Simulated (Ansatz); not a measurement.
**B2H5 (doublet): from Hartree-Fock to the top rungs at distance B1–H4 along a hydrogen transfer = 1.194 Å, cc-pVDZ**

Aim: climb from Hartree-Fock through coupled cluster and multireference methods for B2H5 (doublet) at one geometry and basis, and see what each rung misses.

Method: cc-pVDZ, core rule «outside noble gas», up to 2 orbitals frozen; program: Ansatz 0.2.0, Gaussian basis.

To be run: UHF; CCSD(T) on ROHF; CCSD(T) on UHF; BCCD(T) on ROHF; CISD; CCSDT(Q) on ROHF; CCSDT(Q) on UHF; CASSCF and MRCISD+Q, 3 electrons in 3 orbitals; CASSCF and NEVPT2, 3 electrons in 3 orbitals; CASSCF and NEVPT2, 9 electrons in 9 orbitals.

7 further runs of the same task are left out: 4 that didn't finish, 3 set aside as unsound or not needed.

**1. The system**

The geometry derives from fragments relaxed apart (PBE0/def2-TZVP) and kept rigid, so it is no stationary point. A hydrogen atom is moved between rigid fragments.

7 atoms, charge 0, spin multiplicity 2.

Atoms are counted from 1 here; the program's logs count them from 0.

Bond lengths: B1–H2 1.193 Å, B1–H3 1.193 Å, B1–H4 1.193 Å, B5–H6 1.191 Å, B5–H7 1.191 Å. Angles: H2–B1–H3 120.0°, H2–B1–H4 120.0°, H3–B1–H4 120.0°, H6–B5–H7 129.4°.

**2. UHF**

Contents of in.yaml:

```yaml
crystal:
  periodic: [false, false, false]
  atoms:
    - {symbol: B, position_ang: [-1.510168, 0.000000, 0.000000]}
    - {symbol: H, position_ang: [-2.106902, 1.033571, 0.000000]}
    - {symbol: H, position_ang: [-2.106902, -1.033571, 0.000000]}
    - {symbol: H, position_ang: [-0.316703, 0.000000, 0.000000]}
    - {symbol: B, position_ang: [1.548832, 0.000000, 0.000000]}
    - {symbol: H, position_ang: [2.057905, 0.000000, 1.077008]}
    - {symbol: H, position_ang: [2.057905, 0.000000, -1.077008]}
basis:
  gaussian: {orbitals: cc-pVDZ}
magnetization: {spin_polarized: true, initial_magnetization: 1}
hamiltonian: {xc: hf}
output: {orbitals: {seedname: orbitals}}
```

Run with:

```console
> ansatz run in.yaml --threads 1 --pin off --events-out ev --progress --plain --max-ram 2393MiB
```

Further steps of the session: CCSD(T) on ROHF; CCSD(T) on UHF; BCCD(T) on ROHF; CISD; CCSDT(Q) on ROHF; CCSDT(Q) on UHF; CASSCF and MRCISD+Q, 3 electrons in 3 orbitals; CASSCF and NEVPT2, 3 electrons in 3 orbitals; CASSCF and NEVPT2, 9 electrons in 9 orbitals.

**Question.** What will the summary of the whole plan be? Wanted: UCCSDT(Q) below the RHF energy; RMP2 from UCCSDT(Q); UMP2 from UCCSDT(Q); RCCSD from UCCSDT(Q); RCCSD(T) from UCCSDT(Q); UCCSD(T) from UCCSDT(Q); RCCSDT(Q) from UCCSDT(Q); NEVPT2 pair from UCCSDT(Q); MRCISD+Q pair from UCCSDT(Q).

As calculated:

| quantity | value |
| --- | --- |
| UCCSDT(Q) below the RHF energy | -5.8950 eV |
| RMP2 from UCCSDT(Q) | +1327.6 meV |
| UMP2 from UCCSDT(Q) | +1325.1 meV |
| RCCSD from UCCSDT(Q) | +118.0 meV |
| RCCSD(T) from UCCSDT(Q) | +25.6 meV |
| UCCSD(T) from UCCSDT(Q) | +25.7 meV |
| RCCSDT(Q) from UCCSDT(Q) | +0.2 meV |
| NEVPT2 pair from UCCSDT(Q) | +1350.4 meV |
| MRCISD+Q pair from UCCSDT(Q) | +16.1 meV |
| NEVPT2 frontier from UCCSDT(Q) | +1348.6 meV |
| levels within 1 kcal/mol (43 meV) | RCCSD(T), UCCSD(T), BCCD(T), RCCSDT, UCCSDT, RCCSDT(Q), MRCISD+Q pair |
| T1 diagnostic | 0.014 |

In words: RCCSD(T) misses by +25.6 meV, 0.4 % of the correlation energy. Of the multireference levels listed MRCISD+Q pair comes nearest in total energy (+16.1 meV), which doesn't show that its space is the better one. These misses are within one basis, not against nature; the frozen cores of restricted and unrestricted runs differ, which can shift their rows.
